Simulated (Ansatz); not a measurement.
Basis-set extrapolation for C4H6O (`C1=COCC1`) (PBE0-D4/def2-TZVP geometry, frozen core, Ansatz 0.2.0). Multiplicity 1, RHF reference.

```
                      def2-TZVPP   def2-QZVPP
                 HF  -229.881171  -229.891656
    MP2 correlation    -0.886298    -0.946518
CCSD(T) correlation    -0.958356      not run
```

Energies in hartree. Use E(X) = E(∞) + A·exp(−7.88·√X) for Hartree–Fock and E(X) = E(∞) + B·X^(−2.97) for correlation, with X = 3 and 4, and add CCSD(T) minus MP2 of the smaller set to the MP2 limit.

Problem. What is the CCSD(T) energy at the basis-set limit?

Solution. HF limit: -229.891656 + (-0.010485) × 0.13774 = -229.89310. MP2 limit: -0.946518 + (-0.060220) × 0.74074 = -0.99113. Higher-order term: -0.958356 − (-0.886298) = -0.07206. Total: -230.95629 hartree, 73.3 kcal/mol below CCSD(T)/def2-TZVPP.
